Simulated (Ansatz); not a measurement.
CsAuBr3 (I4/mmm, No. 139), treated with r²SCAN+rVV10 (plane waves, PAW; Ansatz, a quantum-chemistry and plane-wave program).

Numerical settings: plane-wave cutoff 560 eV, 6×6×6 k mesh, Fermi–Dirac smearing 0.01 eV, scalar-relativistic PAW data made under PBE.

Cell (relaxed at this level):

Space group I4/mmm (No. 139); a = 7.6792 Å, b = 7.6792 Å, c = 11.2602 Å, α = 90.00°, β = 90.00°, γ = 90.00°

| atom | site | symmetry | x | y | z |
|---|---|---|---|---|---|
| Au | 2b | 4/mmm | 0.0000 | 0.0000 | 0.5000 |
| Au | 2a | 4/mmm | 0.0000 | 0.0000 | 0.0000 |
| Cs | 4d | -4m2 | 0.0000 | 0.5000 | 0.2500 |
| Br | 4e | 4mm | 0.0000 | 0.0000 | 0.2826 |
| Br | 8h | m.2m | 0.2296 | 0.2296 | 0.0000 |
(The calculation used a cell of 10 atoms; values per cell refer to that cell.)

**Question.** Give the computed band gap and Γ–Γ gap.

**Answer.** 
- band gap = 0.46 eV (on the SCF k mesh)
- Γ–Γ gap = 2.14 eV

Spin–orbit coupling is not included; with these elements it can move the gap by several tenths of an eV or more.

It cost about 11 core-minutes (a rough figure) of CPU time.
